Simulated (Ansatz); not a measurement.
```yaml
crystal:
  periodic: [false, false, false]
  atoms:
    - {symbol: C, position_ang: [-0.027029, -0.165588, -0.693225]}
    - {symbol: C, position_ang: [-0.027029, -0.165588, -0.693225]}
    - {symbol: C, position_ang: [0.050352, 0.172027, 0.777966]}
    - {symbol: C, position_ang: [-0.056760, -0.986723, 1.734581]}
    - {symbol: O, position_ang: [0.188531, 1.305323, 1.166489]}
    - {symbol: H, position_ang: [-0.748466, 1.742924, -1.397679]}
    - {symbol: H, position_ang: [0.998185, 1.577409, -1.448016]}
    - {symbol: H, position_ang: [0.002301, 0.741691, -2.650648]}
    - {symbol: H, position_ang: [0.772269, -0.886259, -0.906818]}
    - {symbol: H, position_ang: [-0.957515, -0.723451, -0.856198]}
    - {symbol: H, position_ang: [0.715099, -1.731005, 1.520175]}
    - {symbol: H, position_ang: [0.043951, -0.635108, 2.759655]}
    - {symbol: H, position_ang: [-1.021571, -1.486996, 1.611127]}
basis:
  gaussian: {orbitals: STO-3G, fitting: {mean_field: cc-pVTZ-jkfit}}
hamiltonian: {xc: {name: HSE06}}
correlation: {method: rpa}
accuracy: high
```

```sh
$ ansatz run in.yaml --threads 4 --pin off --events-out ev --progress --plain --max-ram 10444MiB
```

Output, abridged:

```
Error: two nuclei lie on one point
```

What is wrong with this run?

One atom was put on top of another. The input was rejected before any iteration.

HSE06 is defined as in plane-wave codes.
